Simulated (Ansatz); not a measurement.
```yaml
crystal:
  periodic: [false, false, false]
  atoms:
    - {symbol: O, position_ang: [-0.535038, 0.377591, -0.858197]}
    - {symbol: C, position_ang: [-0.173154, 0.741503, 0.571046]}
    - {symbol: Al, position_ang: [0.802812, -0.818739, -0.058601]}
    - {symbol: H, position_ang: [-1.459252, 0.124061, -0.927844]}
    - {symbol: H, position_ang: [-1.052685, 0.640405, 1.204482]}
    - {symbol: H, position_ang: [0.178255, 1.769868, 0.553465]}
    - {symbol: H, position_ang: [0.122260, -2.224753, 0.229979]}
    - {symbol: H, position_ang: [2.208801, -0.666938, -0.770231]}
basis:
  gaussian: {orbitals: pcseg-2}
magnetization: {spin_polarized: true, initial_magnetization: 6}
hamiltonian: {xc: {name: wB97M-V}}
```

```sh
$ ansatz run in.yaml --threads 2 --pin off --events-out ev --progress --plain --max-ram 4352MiB
```

Shortened log:

```
Functional definition: wB97M-V
837 factors; their error is unknown
221 factors; integrals over basis functions are off by at most 2.1e-5 eV
mean field evaluation 1: about -9735.6544 eV, gradient 2.8e1 eV
mean field evaluation 2: about -9733.8119 eV, gradient 3.5e1 eV
mean field evaluation 4: about -9739.9216 eV, gradient 2.6e0 eV
mean field evaluation 8: about -9740.0039 eV, gradient 2.2e-1 eV
mean field evaluation 16: about -9740.0162 eV, gradient 1.3e-1 eV
mean field -9741.48245153 eV, -357.9928770797 hartree, gradient 1.3e-5 eV, S^2 12.005860; 4 other end points of the search recorded, 0 dependent functions left out
reference -9741.48250252 eV, -357.9928789535 hartree; 19, 13 occupied and 145, 151 virtual orbitals, 837 factors
Total energy: -9741.48250252 eV, -357.9928789535 hartree
```

In this input the spin is set far too high for this molecule. The calculation finished and met its thresholds. The result belongs to that input, not to the molecule as meant.
